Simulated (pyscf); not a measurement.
Single points on ωB97X-D3(BJ)/def2-SVP structures (PySCF, gas phase). Correlated levels are frozen-core, on RHF or UHF. ΔMP2 is the change of the MP2 total energy from the triple- to the quadruple-zeta basis.

SMILES: [CH3][Al]([OH])[OH]
```xyz
9

C     -0.7123    -0.1749     1.4295
Al    -1.0698    -0.3524    -0.4644
O     -1.0226    -1.9058    -1.1682
O     -1.4104     1.0482    -1.3774
H     -1.0960     0.7764     1.8307
H     -1.1566    -1.0028     2.0052
H      0.3749    -0.1987     1.6175
H     -1.1598    -2.1647    -2.0799
H     -1.5904     1.1290    -2.3147
```
Charge 0, spin multiplicity 1.

Task: How much does it cost (ΔH, 298 K, CCSD(T)/def2-TZVPP + ΔMP2(QZVPP)) to split H₃C–Al(OH)–OH at its H–O bond into H₃C–Al(O•)–OH + H•?

Result: H–O to H₃C–Al(O•)–OH + H•: 121.6 kcal/mol. The radicals are drawn with the spin at the cut bond; how far it spreads was not checked. H₃C–Al(O•)–OH lies 8.5 kcal/mol over its isomer [H₃C–O–Al–OH]•, and others may lie lower still (electronic energy, ωB97M-D3(BJ)). The CCSD(T) − MP2 part came from Ansatz, without density fitting, on the same reference.
